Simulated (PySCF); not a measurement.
# Vibration and rotation of PO⁺

RHF-CCSD(T) constants of PO⁺, ¹Σ⁺ (singlet), closed shell (P def2-TZVPPD, O def2-TZVPPD; no relativity (PySCF 2.14); masses 30.9738 and 15.9949 u):

| Quantity | Value |
| --- | --- |
| ωe | 1391.2 cm⁻¹ |
| ωexe | 6.81 cm⁻¹ |
| Be | 0.77357 cm⁻¹ |
| αe | 0.00521 cm⁻¹ |
| D (centrifugal) | 9.57e-07 cm⁻¹ |
| De to P⁺ + O | 7.97 eV |

(1) Give the vibrational terms G(v) and spacings up to v = 6.

(2) How well does the Morse estimate ωe²/(4ωexe) reproduce De, and what is D0?

Correlated steps freeze 6 core orbitals. For an ion De counts to the pair picked by the measured ionisation energies or electron affinities, which need not be the lowest pair at this level. Where the molecule has an RHF reference, its open-shell atoms are computed with UHF. The CCSD T1 diagnostic is raised, a sign that a single reference may not be enough here.

Results:

(1) G(v) = ωe(v+½) − ωexe(v+½)².

| v | G(v) (cm⁻¹) | G(v) − G(v−1) | Bv (cm⁻¹) |
| --- | --- | --- | --- |
| 0 | 693.9 |  | 0.7710 |
| 1 | 2071.5 | 1377.6 | 0.7658 |
| 2 | 3435.4 | 1364.0 | 0.7605 |
| 3 | 4785.8 | 1350.3 | 0.7553 |
| 4 | 6122.5 | 1336.7 | 0.7501 |
| 5 | 7445.6 | 1323.1 | 0.7449 |
| 6 | 8755.1 | 1309.5 | 0.7397 |

(2) It gives 8.81 eV, 111 % of the computed De. D0 = De − G(0) = 7.97 − 0.09 = 7.88 eV.
